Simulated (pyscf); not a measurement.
A first-order saddle from PySCF, ωB97X-D3(BJ)/def2-SVP:

```xyz
6

Cl    -0.7608     1.7580    -1.0062
Si     1.3800     0.3870    -0.5935
Cl     1.5941     0.7667     1.4710
O     -0.0275    -0.7305    -0.3974
H     -0.7856     0.3296    -0.6965
H     -0.1931    -1.0029     0.5194
```

Surface: singlet, charge 0. Lowest wavenumbers (cm⁻¹): 827i, 100, 250, 286, 458.

### Question
What reaction is this the transition state of?

### Answer
dichlorosilylene (Cl–Si:–Cl) [singlet] + water (H₂O) <-> hydrogen chloride (HCl) + HO–Si:–Cl [singlet], a four-centre exchange read from left to right: Cl–Si, H–O broken and Cl–H, O–Si formed. At CCSD(T)/def2-TZVPP + ΔMP2(QZVPP) it lies +28.7 kJ/mol from the left side and +46.0 kJ/mol from the right (each side as separated species at their lowest minima found). On the reactant side the descent ends in an adduct with a O–Si contact, 62.9 kJ/mol under the separated species and 77.8 kJ/mol under the saddle at ωB97X-D3(BJ)/def2-TZVP. What is counted as formed (O–Si) is already present as a longer contact in the reactant adduct; forming that adduct is a step of its own. At ωB97X-D3(BJ) the barrier from the zero used here is 14.9 kJ/mol. This is the saddle that the search found; another between the same sides may lie lower. The CCSD(T) − MP2 part came from Ansatz, without density fitting, on the same reference.
